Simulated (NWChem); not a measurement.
isobutane (C4H10); SMILES CC(C)C

All runs: NWChem. Pople sets run with spherical d functions. STO-3G and 3-21G are far too small for this property and stand as cheap habits. The geometry was optimised at PBE0/def2-SVP. Vertical excitations in the gas phase; the lowest state need not have the same character in each row.

### Question
Among these, which level gives the highest value of “lowest excitation, singlet (eV)”?
A) PBE/3-21G, TDA
B) PBE/6-31G*, TDA
C) PBE/6-31+G*, TDA
D) PBE/def2-SVP, TDA

### Answer
A, PBE/3-21G, TDA. Values: PBE/6-31+G*, TDA 7.49; PBE/def2-SVP, TDA 8.46; PBE/6-31G*, TDA 9.22; PBE/3-21G, TDA 9.72
